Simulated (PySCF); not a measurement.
C₆H₁₁ (charge +1).
Bonds: C1–C2, C2–C3, C3–C4, C4–C5, C5–C6, C2–C6. Hydrogens: H7, H8, H9 on C1; H10, H11 on C3; H12, H13 on C4; H14, H15 on C5; H16, H17 on C6.

The geometry is computed with GFN2-xTB (gas phase).

(1) What internal coordinates does the optimisation give?

## Answers

(1) 
```tsv
bond	length (Å)
C1–C2	1.446
C2–C3, C2–C6	1.453
C3–C4, C5–C6	1.534
C4–C5	1.531
C1–H7, C1–H8	1.089
C1–H9	1.098
C3–H10, C6–H16	1.092
C3–H11, C6–H17	1.102
C4–H12 and 3 like bonds	1.089
```

Bonds in one row agree within 0.01 Å and their mean is given. A selection of angles:
```tsv
angle	degrees
C2–C1–H7	113.1
C2–C1–H8	112.4
C2–C1–H9	107.9
H7–C1–H8	111.2
H7–C1–H9	106.5
H8–C1–H9	105.0
C1–C2–C3	125.0
C3–C2–C6	110.4
C2–C3–C4	106.1
C2–C3–H10	114.2
C2–C3–H11	106.2
C4–C3–H10	115.5
C4–C3–H11	109.8
H10–C3–H11	104.6
C3–C4–C5	103.2
C3–C4–H12	112.8
C3–C4–H13	109.5
C5–C4–H12	112.7
C5–C4–H13	110.5
H12–C4–H13	108.1
C2–C6–H16	114.7
```

Dihedral angles: C1–C2–C3–C4 171° (antiperiplanar); C2–C3–C4–C5 27° (synperiplanar); C3–C4–C5–C6 -34° (synclinal); C4–C5–C6–C2 29° (synperiplanar); C1–C2–C6–C5 167° (antiperiplanar). The mirror-image conformer, all signs reversed, is as good.

The 5-membered ring C2–C3–C4–C5–C6 has internal angles of 102.9° to 110.4°; it is puckered, 0.15 Å rms from its mean plane, widest ring torsion 34°. The C–C distances run from 1.446 Å (C1–C2, drawn single) to 1.534 Å (C3–C4, drawn single), a spread of 0.088 Å. C2 (formal carbocation centre) is planar (angles 125.0°, 124.6° and 110.4°, sum 360.0°, 0.01 Å off the plane of its three neighbours).

No GFN2-xTB frequencies stand behind this structure, so it isn't proved a minimum.
